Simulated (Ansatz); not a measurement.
# Worked example: correlation energy of C₃H₄, singlet

Geometry: MP2(full)/6-31G*, from the G2/97 set.

```xyz
7

C     0.0000    0.0000    0.8790
C     0.0000   -0.6505   -0.4781
C     0.0000    0.6505   -0.4781
H     0.9124    0.0000    1.4771
H    -0.9124    0.0000    1.4771
H     0.0000   -1.5841   -1.0177
H     0.0000    1.5841   -1.0177
```

Basis cc-pVDZ; Ansatz 0.2.0. Only valence electrons are correlated (noble-gas cores frozen), which leaves 16 electrons in 59 orbitals. Prefix R: restricted or restricted open-shell reference.

Full CI isn't at hand for all of this; RCCSDT(Q) serves as the reference, and is uncertain by about the last step of the cluster series.

Runs differ by some tens of microhartree through their thresholds, so steps under 0.03 kcal/mol mean nothing.

```csv
level,total energy (hartree)
RHF,-115.832512
RMP2,-116.233799
RCCSD,-116.263510
RCCSD(T),-116.279694
RCCSDT,-116.280170
RCCSDT(Q),-116.281437
```

Problem. What is the correlation energy at RCCSDT(Q), and what share of it do RMP2 and RCCSD(T) recover?

Solution. E(corr) = -116.281437 − (-115.832512) = -0.448925 hartree = -12.216 eV. RMP2: -0.401287 / -0.448925 = 89.39 %. RCCSD(T): -0.447182 / -0.448925 = 99.61 %.

Problem. By how many kcal/mol does RCCSD(T) miss RCCSDT(Q) (1 hartree = 627.509 kcal/mol), and which steps make up the rest?

Solution. -116.279694 − (-116.281437) = 0.001743 hartree = 1.09 kcal/mol. Steps: RCCSDT − RCCSD(T) = -0.30, RCCSDT(Q) − RCCSDT = -0.80 kcal/mol. Differences between like states or geometries often cancel part of this.
